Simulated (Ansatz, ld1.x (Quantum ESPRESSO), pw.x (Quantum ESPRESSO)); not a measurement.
**Hf (diamond): variants of one TM potential in the solid**

| Quantity | Value |
| --- | --- |
| Element | hafnium |
| Generator | ld1.x (Quantum ESPRESSO) 7.5 |
| Type | norm-conserving Troullier–Martins (Kleinman–Bylander form) |
| Functional | LDA (PW92) |
| Relativity | scalar-relativistic |
| Frozen core | [Xe] 4f14 |
| Valence charge | 4 |
| Reference configuration | 5d3 6s1 6p0 |
| Partial waves | 6p (bound, empty): rc 3.95 bohr; 5d (bound): rc 2.65 bohr; 6s (bound): rc 3.15 bohr |
| Local potential | the s channel |
| Core correction | Bessel-smoothed model core inside 1.90 bohr |

Crystal test: diamond Hf in pw.x 7.5, no spin, 8³ k-points, Fermi–Dirac smearing 0.01 Ry, cutoffs set for each file from its atomic test. The reference is all-electron LAPW (Ansatz 0.2.0) with the same functional, mesh and smearing; V0 and B0 come from Birch–Murnaghan fits to the pressures at five volumes. Errors are pseudo minus all-electron; Δ is the rms difference of the E(V) curves that follow from these fits, minima aligned, over ±6 % about the mean V0. Mesh and smearing are coarse, so the numbers serve the comparison and aren't converged zero-temperature values; the lattice is a test structure that the element need not adopt.

All-electron: a0 = 6.237 Å (V0 = 30.33 Å³/atom), B0 = 31.2 GPa.

Base: The largest radius (3.95 bohr) exceeds half the bond length (2.55 bohr), so the spheres overlap, which is one possible source of error among others.

A dash in a converged row means that the minimum lies outside the volumes sampled.

| change | cutoffs (Ry) | pw.x | a0 (Å) | a0 error (%) | B0 error (%) | Δ (meV/atom) | mean pressure error (GPa) |
| --- | --- | --- | --- | --- | --- | --- | --- |
| base | 50/200 | converged | 6.210 | -0.43 | -5.6 | 2.7 | -0.41 |
| wave 6s (bound): rc 3.15 bohr becomes 6s (bound): rc 2.12 bohr | 50/200 | converged | 6.168 | -1.10 | -8.9 | 6.7 | -0.95 |
| wave 6s (bound): rc 3.15 bohr becomes 6s (bound): rc 3.28 bohr | 50/200 | converged | 6.187 | -0.80 | -8.4 | 4.9 | -0.71 |
| wave 6s (bound): rc 3.15 bohr becomes 6s (bound): rc 4.02 bohr | 50/200 | converged | – | – | – | – | -4.97 |
| wave 6s (bound): rc 3.15 bohr becomes 6s (bound): rc 4.64 bohr | 50/200 | converged | – | – | – | – | -11.52 |

Q: Give the row for: wave 6s (bound): rc 3.15 bohr becomes 6s (bound): rc 2.62 bohr.

A: pw.x: converged; mean pressure error (GPa): -0.20; a0 (Å): 6.225; a0 error (%): -0.20; B0 error (%): -4.1; Δ (meV/atom): 1.3.
